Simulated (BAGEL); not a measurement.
# C4H4N (SMILES [CH2]/C=C\C#N): UHF/6-31G(d) (density fitting with qzvpp-jkfit, spherical functions)

Aim: the vertical doublet–quartet gap of C4H4N at UHF/6-31G* (density fitting with qzvpp-jkfit, spherical functions), from 2 runs. 

Program for the calculation: BAGEL 1.2.2.

1 further run of the same task is left out (set aside as unsound or not needed). Runs told in other sessions of the task aren't counted.

### 1 Starting point

C4H4N: 9 atoms, total charge 0, spin state doublet. As SMILES, `[CH2]/C=C\C#N`. The shape is that of a GFN2-xTB optimisation. This is one conformer, not always the lowest.

Bond lengths: C1–C2 1.358 Å, C2–C3 1.400 Å, C3–C4 1.383 Å, C4–N5 1.154 Å, C1–H6 1.077 Å, C1–H7 1.075 Å, C2–H8 1.083 Å, C3–H9 1.081 Å. Angles: C1–C2–C3 124.2°, C2–C3–C4 123.2°, C3–C4–N5 179.2°, C1–C2–H8 119.2°, C3–C2–H8 116.6°, C2–C1–H6 121.0°, C2–C1–H7 121.4°, C2–C3–H9 120.4°, C4–C3–H9 116.4°, H6–C1–H7 117.5°.

### 2 A single-point energy at UHF/6-31G(d) (density fitting with qzvpp-jkfit, spherical functions)

Contents of hf.json:

```json
{ "bagel" : [

{
  "title" : "molecule",
  "basis" : "6-31gs.json",
  "df_basis" : "qzvpp-jkfit",
  "angstrom" : true,
  "geometry" : [
    { "atom" : "C", "xyz" : [    0.721720,   -0.832540,   -0.860990 ] },
    { "atom" : "C", "xyz" : [    0.251680,   -0.684000,    0.404140 ] },
    { "atom" : "C", "xyz" : [   -0.488540,    0.419930,    0.842970 ] },
    { "atom" : "C", "xyz" : [   -0.819600,    1.484640,    0.024690 ] },
    { "atom" : "N", "xyz" : [   -1.106460,    2.377980,   -0.647980 ] },
    { "atom" : "H", "xyz" : [    0.536980,   -0.084020,   -1.613010 ] },
    { "atom" : "H", "xyz" : [    1.287300,   -1.699810,   -1.151140 ] },
    { "atom" : "H", "xyz" : [    0.450750,   -1.456470,    1.135920 ] },
    { "atom" : "H", "xyz" : [   -0.833840,    0.474290,    1.865410 ] }
  ]
},
{
  "title" : "uhf",
  "nopen" : 1
},
{
  "title" : "print",
  "file" : "orbitals.molden",
  "orbitals" : true
}

]}
```

The basis set 6-31G* is read from a file made from the Basis Set Exchange's data (not shown).

Command:

```sh
$ BAGEL_NUM_THREADS=1 BAGEL hf.json > hf.out
```

Output:

```text
* using 1 threads per process

  ===============================================================
  ===============================================================

  *** Geometry ***

  { "atom" : "C", "xyz" : [      1.363853,     -1.573273,     -1.627035 ] },
  { "atom" : "C", "xyz" : [      0.475606,     -1.292573,      0.763714 ] },
  { "atom" : "C", "xyz" : [     -0.923207,      0.793553,      1.592982 ] },
  { "atom" : "C", "xyz" : [     -1.548820,      2.805563,      0.046657 ] },
  { "atom" : "N", "xyz" : [     -2.090906,      4.493731,     -1.224505 ] },
  { "atom" : "H", "xyz" : [      1.014745,     -0.158775,     -3.048147 ] },
  { "atom" : "H", "xyz" : [      2.432644,     -3.212175,     -2.175339 ] },
  { "atom" : "H", "xyz" : [      0.851794,     -2.752329,      2.146578 ] },
  { "atom" : "H", "xyz" : [     -1.575729,      0.896278,      3.525114 ] },

  Number of auxiliary basis functions:      449

  Since a DF basis is specified, we compute 2- and 3-index integrals:
    o Being stored without compression. Storage requirement is 0.022 GB

  Number of basis functions:       78
  Number of electrons      :       35

    * METHOD: MOLECULE                             0.59

  *** Open-shell HF ***

  === Nuclear Repulsion ===
   135.7193690650

      * DIIS with orbital gradients will be used.

  === UHF iteration (6-31gs.json) ===
      0       -207.97512911          0.03976530           0.32
      1       -208.08489211          0.03370760           0.25
      2       -208.10797231          0.03052309           0.22
      3       -208.19819094          0.00169410           0.26
      4       -208.20208698          0.00053344           0.30
      5       -208.20392071          0.00029767           0.33
      6       -208.20533449          0.00023248           0.31
      7       -208.20628198          0.00019343           0.27
      8       -208.20694948          0.00014340           0.28
      9       -208.20738418          0.00008710           0.29
     10       -208.20760259          0.00005116           0.29
     11       -208.20768555          0.00003180           0.24
     12       -208.20773384          0.00002433           0.22
     13       -208.20776461          0.00001514           0.20
     14       -208.20778594          0.00001042           0.22
     15       -208.20779631          0.00000760           0.20
     16       -208.20780149          0.00000613           0.20
     17       -208.20780527          0.00000458           0.21
     18       -208.20780687          0.00000343           0.20
     19       -208.20780749          0.00000295           0.20
     20       -208.20780796          0.00000194           0.19
     21       -208.20780806          0.00000141           0.21
     22       -208.20780814          0.00000083           0.20
     23       -208.20780817          0.00000047           0.25
     24       -208.20780818          0.00000039           0.25
     25       -208.20780819          0.00000028           0.25
     26       -208.20780819          0.00000022           0.26
     27       -208.20780820          0.00000016           0.25
     28       -208.20780820          0.00000012           0.25
     29       -208.20780820          0.00000009           0.21
     30       -208.20780820          0.00000006           0.21
     31       -208.20780820          0.00000005           0.22
     32       -208.20780820          0.00000003           0.23
     33       -208.20780820          0.00000002           0.27
     34       -208.20780820          0.00000002           0.24
     35       -208.20780820          0.00000001           0.22
     36       -208.20780820          0.00000001           0.21
     37       -208.20780820          0.00000001           0.22
    * SCF iteration converged.

    * S^2 (UHF) is 1.0964

    * Permanent dipole moment:
           (   -0.475904,     1.259338,    -0.700528) a.u.

    * METHOD: UHF                                  9.47

    * METHOD: PRINT                                0.04

  ===============================================================
```

It took 11 s on 1 thread of AMD EPYC, shared host; peak memory 0.1 GiB.

### 3 The quartet at the same level

Contents of input.json:

```json
{ "bagel" : [

{
  "title" : "molecule",
  "basis" : "6-31gs.json",
  "df_basis" : "qzvpp-jkfit",
  "angstrom" : true,
  "geometry" : [
    { "atom" : "C", "xyz" : [    0.721720,   -0.832540,   -0.860990 ] },
    { "atom" : "C", "xyz" : [    0.251680,   -0.684000,    0.404140 ] },
    { "atom" : "C", "xyz" : [   -0.488540,    0.419930,    0.842970 ] },
    { "atom" : "C", "xyz" : [   -0.819600,    1.484640,    0.024690 ] },
    { "atom" : "N", "xyz" : [   -1.106460,    2.377980,   -0.647980 ] },
    { "atom" : "H", "xyz" : [    0.536980,   -0.084020,   -1.613010 ] },
    { "atom" : "H", "xyz" : [    1.287300,   -1.699810,   -1.151140 ] },
    { "atom" : "H", "xyz" : [    0.450750,   -1.456470,    1.135920 ] },
    { "atom" : "H", "xyz" : [   -0.833840,    0.474290,    1.865410 ] }
  ]
},
{
  "title" : "uhf",
  "nopen" : 3
},
{
  "title" : "print",
  "file" : "orbitals.molden",
  "orbitals" : true
}

]}
```

The basis set 6-31G* is read from a file made from the Basis Set Exchange's data (not shown).

Command:

```sh
$ BAGEL_NUM_THREADS=1 BAGEL input.json > input.out
```

Output:

```text
* using 1 threads per process

  ===============================================================
  ===============================================================

  *** Geometry ***

  { "atom" : "C", "xyz" : [      1.363853,     -1.573273,     -1.627035 ] },
  { "atom" : "C", "xyz" : [      0.475606,     -1.292573,      0.763714 ] },
  { "atom" : "C", "xyz" : [     -0.923207,      0.793553,      1.592982 ] },
  { "atom" : "C", "xyz" : [     -1.548820,      2.805563,      0.046657 ] },
  { "atom" : "N", "xyz" : [     -2.090906,      4.493731,     -1.224505 ] },
  { "atom" : "H", "xyz" : [      1.014745,     -0.158775,     -3.048147 ] },
  { "atom" : "H", "xyz" : [      2.432644,     -3.212175,     -2.175339 ] },
  { "atom" : "H", "xyz" : [      0.851794,     -2.752329,      2.146578 ] },
  { "atom" : "H", "xyz" : [     -1.575729,      0.896278,      3.525114 ] },

  Number of auxiliary basis functions:      449

  Since a DF basis is specified, we compute 2- and 3-index integrals:
    o Being stored without compression. Storage requirement is 0.022 GB

  Number of basis functions:       78
  Number of electrons      :       35

    * METHOD: MOLECULE                             0.72

  *** Open-shell HF ***

  === Nuclear Repulsion ===
   135.7193690650

      * DIIS with orbital gradients will be used.

  === UHF iteration (6-31gs.json) ===
      0       -207.78715925          0.03895761           0.30
      1       -207.89911408          0.03412706           0.20
      2       -207.93197780          0.02988858           0.23
      3       -208.02893152          0.00231214           0.26
      4       -208.03421428          0.00117980           0.22
      5       -208.03610365          0.00056074           0.20
      6       -208.03758553          0.00020332           0.25
      7       -208.03797504          0.00007009           0.23
      8       -208.03813375          0.00004353           0.24
      9       -208.03823868          0.00003818           0.23
     10       -208.03834292          0.00003245           0.28
     11       -208.03848629          0.00002435           0.28
     12       -208.03856683          0.00001497           0.30
     13       -208.03858606          0.00000600           0.29
     14       -208.03859357          0.00000453           0.29
     15       -208.03859506          0.00000139           0.28
     16       -208.03859544          0.00000047           0.28
     17       -208.03859546          0.00000026           0.26
     18       -208.03859547          0.00000016           0.23
     19       -208.03859547          0.00000012           0.21
     20       -208.03859547          0.00000007           0.21
     21       -208.03859547          0.00000007           0.22
     22       -208.03859547          0.00000006           0.22
     23       -208.03859547          0.00000005           0.20
     24       -208.03859547          0.00000002           0.24
     25       -208.03859547          0.00000001           0.22
     26       -208.03859547          0.00000001           0.24
    * SCF iteration converged.

    * S^2 (UHF) is 3.9134

    * Permanent dipole moment:
           (   -0.423395,     1.231287,    -0.820784) a.u.

    * METHOD: UHF                                  6.97

    * METHOD: PRINT                                0.06

  ===============================================================
```

Run time: 8.4 s. Hardware: 1 thread of AMD EPYC, shared host; peak memory 0.11 GiB.

### 4 Outcome

Level: UHF/6-31G* (density fitting with qzvpp-jkfit, spherical functions).

| quantity | value |
| --- | --- |
| doublet: total energy | -208.20781 Eh |
| doublet: dipole moment | 3.86 D |
| doublet: ⟨S²⟩ | 1.096 |
| quartet: total energy | -208.03860 Eh |
| quartet: dipole moment | 3.91 D |
| quartet: ⟨S²⟩ | 3.913 |
| vertical energy of the quartet above the doublet | 4.605 eV |

At this shape the quartet lies 4.60 eV (106 kcal/mol) above the doublet. ⟨S²⟩ (doublet) is 1.10 where a pure doublet has 0.75: the reference is spin-contaminated. ⟨S²⟩ (quartet) is 3.91 where a pure quartet has 3.75: the reference is spin-contaminated.
